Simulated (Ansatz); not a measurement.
The cluster Li2H2⁺, relaxed as a doublet with UKS PBE-D4/def2-TZVP in Ansatz, starting from the PBE-D4/def2-TZVP geometry of the neutral singlet. Force threshold 0.02 eV/Å.

In the charge 1 doublet, H3 and H4 lie 1.30 Å apart (atoms count from 1), so these atoms are partly bonded to each other. The structure comes from a short search, and lower isomers may exist.

Start:

Cartesian coordinates in Å:
```
Li 0.358 -0.861 -0.658
Li -0.346 0.866 0.657
H -0.332 0.687 -1.080
H 0.320 -0.692 1.080
```

**Question.** Estimate the energy that the relaxation releases and the steps that it takes.

**Answer.** 1.06 eV, in 7 steps; 2.2 s on 4 threads of Arm Neoverse V1 on a shared host. No frequencies were taken in this run, so the end may be a saddle point.

**Question.** Does the start keep its bonding and symmetry?

**Answer.** By distances, no bond broke or formed, bridged metal pairs apart. The bond that changes most is Li1–H3, from 1.75 to 1.75 Å (atoms count from 1). A close non-bonded pair moves further: H3–H4, from 2.64 to 1.30 Å. Metal–metal contacts that move far: Li1–Li2 2.28 to 3.25 Å. Point group D2h at the start, D2h at the end, both within 0.05 Å.

**Question.** Predict the relaxed structure.

**Answer.** 
```tsv
atom	x (Å)	y (Å)	z (Å)
Li1	0.502	-1.230	-0.937
Li2	-0.502	1.230	0.937
H3	-0.160	0.338	-0.529
H4	0.160	-0.338	0.529
```
Bond lengths (bridged metal pairs left out): 4 × H–Li 1.75 Å.
